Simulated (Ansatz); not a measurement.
Job for Ansatz (an electronic-structure program): R-CCSD(T)/cc-pVQZ on hydrogen isocyanide (SMILES [C-]#[NH+]).

Ansatz 0.2 input:
```yaml
crystal:
  periodic: [false, false, false]
  atoms:
    - {symbol: C, position_ang: [1.10850240, -0.00004107, 0.00000000]}
    - {symbol: N, position_ang: [-0.05554366, -0.00003273, -0.00000000]}
    - {symbol: H, position_ang: [-1.05295874, 0.00007381, 0.00000000]}
basis:
  gaussian:
    orbitals: cc-pVQZ
magnetization: {spin_polarized: false}
correlation: {method: ccsd_t, electrons: outside_noble_gas}
scf: {lower_state_search: off}
```

Give the final energy of this run.

-93.2775 hartree (reference determinant -92.8992, T1 diagnostic 0.016).

How many basis functions does it have, and what does it roughly cost on one machine?

140 functions; about 9 core-seconds (a rough figure).
